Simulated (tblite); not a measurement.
C₄H₅ (doublet state).
Bonds: C1–C2 (double), C2–C3, C3–C4, C2–C4. Hydrogens: H5 on C1; H6, H7 on C3; H8, H9 on C4.
Bond orders are those of one Lewis drawing.

Computed with GFN2-xTB (tblite), gas phase: L-BFGS steps from a force-field or distance-geometry start until the largest atomic force falls under 0.01 eV/Å.

Step 5: E = -297.9428 eV
```
atom  x, y, z in Å  |  force x, y, z in eV/Å
C1      1.8280   -0.4234   -0.1059    0.204   0.066   0.045
C2      0.5831   -0.2333   -0.0350    0.090   0.136   0.027
C3     -0.8066   -0.6926   -0.0150   -0.079  -0.104   0.016
C4     -0.5404    0.7758    0.0573   -0.139   0.054   0.011
H5      2.6835    0.2037   -0.0976    0.248  -0.107  -0.048
H6     -1.1798   -1.1535    0.8798   -0.043  -0.289   0.166
H7     -1.1665   -1.1189   -0.9332   -0.240  -0.046  -0.158
H8     -0.7499    1.3975   -0.7931    0.053   0.128  -0.139
H9     -0.6378    1.2509    1.0175   -0.094   0.163   0.081
```

Step 6: E = -297.9595 eV
```
atom  x, y, z in Å  |  force x, y, z in eV/Å
C1      1.8286   -0.4013   -0.1005    0.375  -0.070   0.018
C2      0.5823   -0.2355   -0.0288   -0.142   0.244  -0.042
C3     -0.8148   -0.6958   -0.0125    0.118  -0.060  -0.003
C4     -0.5443    0.7748    0.0550   -0.178   0.063   0.072
H5      2.7112    0.1909   -0.1028    0.058  -0.117  -0.022
H6     -1.1765   -1.1771    0.8804   -0.034  -0.138   0.087
H7     -1.1830   -1.1175   -0.9323   -0.154  -0.027  -0.101
H8     -0.7440    1.4068   -0.7939    0.040  -0.008  -0.107
H9     -0.6459    1.2609    1.0102   -0.083   0.112   0.098
```

Step 7: E = -297.9658 eV
```
atom  x, y, z in Å  |  force x, y, z in eV/Å
C1      1.8319   -0.3928   -0.0975    0.216  -0.088   0.013
C2      0.5831   -0.2323   -0.0270   -0.112   0.235  -0.067
C3     -0.8167   -0.6986   -0.0114    0.146  -0.043  -0.019
C4     -0.5493    0.7752    0.0552   -0.138   0.050   0.076
H5      2.7255    0.1835   -0.1055   -0.004  -0.112  -0.008
H6     -1.1756   -1.1903    0.8824    0.014  -0.030  -0.024
H7     -1.1935   -1.1173   -0.9339   -0.067   0.015   0.010
H8     -0.7407    1.4111   -0.7965    0.026  -0.094  -0.039
H9     -0.6512    1.2676    1.0090   -0.081   0.065   0.058
```

Step 8: E = -297.9695 eV
```
atom  x, y, z in Å  |  force x, y, z in eV/Å
C1      1.8352   -0.3904   -0.0956    0.004  -0.065   0.012
C2      0.5844   -0.2260   -0.0275   -0.037   0.177  -0.063
C3     -0.8154   -0.7012   -0.0111    0.124   0.010  -0.020
C4     -0.5546    0.7763    0.0568   -0.064   0.002   0.058
H5      2.7334    0.1780   -0.1070   -0.008  -0.099   0.000
H6     -1.1749   -1.1980    0.8832    0.063   0.029  -0.096
H7     -1.2004   -1.1170   -0.9349   -0.001   0.043   0.081
H8     -0.7385    1.4117   -0.7991    0.003  -0.127   0.011
H9     -0.6556    1.2727    1.0100   -0.084   0.030   0.016
```

**Question.** Estimate the geometry and energy of step 9. (The exact step hangs on the optimiser's Hessian estimate; all steps are aligned on step 8, rigid shifts and turns removed.)

**Answer.** E = -297.9724 eV, largest force 0.164 eV/Å
```
atom  x, y, z in Å  |  force x, y, z in eV/Å
C1      1.8371   -0.3907   -0.0941   -0.132  -0.021   0.007
C2      0.5856   -0.2175   -0.0294    0.040   0.095  -0.040
C3     -0.8118   -0.7029   -0.0114    0.055   0.047  -0.015
C4     -0.5598    0.7771    0.0591    0.007  -0.013   0.034
H5      2.7385    0.1723   -0.1080   -0.006  -0.095   0.006
H6     -1.1733   -1.2026    0.8822    0.103   0.051  -0.117
H7     -1.2052   -1.1161   -0.9343    0.045   0.055   0.102
H8     -0.7371    1.4095   -0.8009   -0.026  -0.123   0.038
H9     -0.6605    1.2769    1.0116   -0.087   0.004  -0.014
```

The energy changes by -0.0029 eV. The first-order estimate −F·Δx gives -0.0040 eV and the mean of the old and new forces, exact on a quadratic surface, -0.0030 eV. The step makes an angle of 48° with the force vector and moves no atom by more than 0.009 Å.

The cost below is that of the whole relaxation. Time: under 0.1 s. Hardware: one thread, Arm Neoverse V2 (aarch64), shared host with 32 logical CPUs at a one-minute load of 20.
